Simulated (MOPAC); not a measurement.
MOPAC input (PM3):

```
PM3 FORCE THERMO(298,298) PRECISE LET GEO-OK AUX(PRECISION=9) THREADS=1
CH2O

O    -0.00091509 1   -0.01014159 1    0.67201721 1
C     0.00072174 1    0.00799495 1   -0.53001283 1
H    -0.00261681 1    0.94409101 1   -1.09084818 1
H     0.00562569 1   -0.91072980 1   -1.11882892 1
```

Q: Which zero-point energy does it print?

A: 16.39 kcal/mol, from the harmonic wavenumbers of PM3.
